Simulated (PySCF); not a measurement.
Match the calculated data to a structure.

All candidates are C2H5NO.

| technique | computed result |
| --- | --- |
| Rotational structure | rotational constants A, B, C: 18.394, 6.351, 4.864 GHz [PBE0-D3(BJ)/def2-SVP] |
| NMR, other nuclei | isotropic shieldings of nuclei other than C and H, by class: -130 (1 N), 104 (1 O) ppm [GIAO KT3/pcSseg-2] |
| UV, strongest line | among the 10 lowest singlet transitions: S3 at 7.13 eV (174 nm, f = 0.258) [TDDFT CAM-B3LYP/def2-SVPD] |
| XPS | C1s 291.1, C1s 291.5, N1s 406.2, O1s 539.4 eV [ΔSCF SCAN, pcX-2 on the ionised atom, pcseg-1 elsewhere, spin-free X2C] |
| 13C NMR | chemical shifts (computed TMS as zero) by class: 140.9 (1 C), 10.4 (1 C) ppm [GIAO KT3/pcSseg-2] |
| Couplings | largest of the computed one-bond spin–spin couplings (means over like bonds): 13C–1H +185.2, 13C–1H +135.7 (×3), 17O–1H -76.2, 13C–13C +44.2, 17O–15N -22.1, 15N–13C -3.1 Hz [B3LYP/pcJ-1] |
| Valence photoelectron | vertical ionisation energy: 9.97 eV [ΔSCF CAM-B3LYP/def2-SVPD] |
| UV, first state | lowest singlet excitation: 6.10 eV (203 nm, f = 0.002) [TDDFT CAM-B3LYP/def2-SVPD] |

Electronic properties: PySCF, gas phase, density fitting. Levels stand in brackets. One conformer (not necessarily the lowest) at the PBE0-D3(BJ)/def2-SVP geometry, without solvent, vibrations or thermal averaging. NMR values are class means; diastereotopic atoms form classes of their own.

Question: Which candidate is it?
A. `C/C=N/O`
B. `C/C=N\O`
C. `[H]/N=C/CO`
D. `CC(N)=O`

Answer: B. It is `C/C=N\O`. Numbering: `[CH3:1]/[CH:2]=[N:3]\[OH:4]`. Its formula, C2H5NO, gives 1 degree of unsaturation: 0 rings and 1 π bond in the structure found. 2 carbons fall into 2 classes; from least to most shielded: C=N carbon [C2] (140.9 ppm), methyl carbon [C1] (10.4 ppm). The other shieldings belong to: -130 ppm, oxime nitrogen [N3]; 104 ppm, hydroxyl oxygen [O4]. The couplings run between: +185.2 Hz, C=N carbon [C2] and its hydrogen; +135.7 Hz, methyl carbon [C1] and its hydrogen (with 2 like pairs); -76.2 Hz, hydroxyl oxygen [O4] and its hydrogen; +44.2 Hz, methyl carbon [C1] and C=N carbon [C2]; -22.1 Hz, hydroxyl oxygen [O4] and oxime nitrogen [N3]; -3.1 Hz, oxime nitrogen [N3] and C=N carbon [C2]. The core levels belong to: C1s 291.1 eV, methyl carbon [C1]; C1s 291.5 eV, C=N carbon [C2]; N1s 406.2 eV, oxime nitrogen [N3]; O1s 539.4 eV, hydroxyl oxygen [O4]. The first electron is taken from the HOMO, whose largest Löwdin shares are 0.36 on the hydroxyl oxygen, 0.27 on the oxime nitrogen, 0.25 on the C=N carbon and 0.05 on the methyl carbon. The optimised geometry has point group Cs and is an asymmetric top.

The others, at the same levels:
- `[H]/N=C/CO` fails: its computed core binding energies are C1s 292.5, C1s 292.6, N1s 405.2, O1s 538.5 eV, lowest singlet excitation is 5.78 eV (215 nm, f = 0.001) (against 6.10 eV) and vertical ionisation energy is 10.59 eV (against 9.97 eV).
- `CC(N)=O` fails: its computed core binding energies are C1s 291.2, C1s 294.0, N1s 406.1, O1s 537.0 eV, rotational constant A is 10.889 GHz (against 18.394 GHz) and smallest rotational constant is 5.182 GHz (against 4.864 GHz).
- `C/C=N/O` fails: its computed strongest line among the 10 lowest singlet transitions is S2 at 6.86 eV (181 nm, f = 0.211) (against S3 at 7.13 eV), rotational constant A is 46.868 GHz (against 18.394 GHz) and smallest rotational constant is 4.021 GHz (against 4.864 GHz).

Each candidate is one conformer, not necessarily the lowest. The conformers computed, where there is a choice (atom-mapped SMILES and torsion angles):
- `[CH3:1]/[CH:2]=[N:3]\[OH:4]`: H–O4–N3–C2 180°
- `[H]/[N:1]=[CH:2]/[CH2:3][OH:4]`: N1–C2–C3–O4 0°, H–O4–C3–C2 0°
- `[CH3:1][C:2]([NH2:3])=[O:4]`: H–N3–C2–C1 180°, H–N3–C2–C1 0°
- `[CH3:1]/[CH:2]=[N:3]/[OH:4]`: H–O4–N3–C2 180°
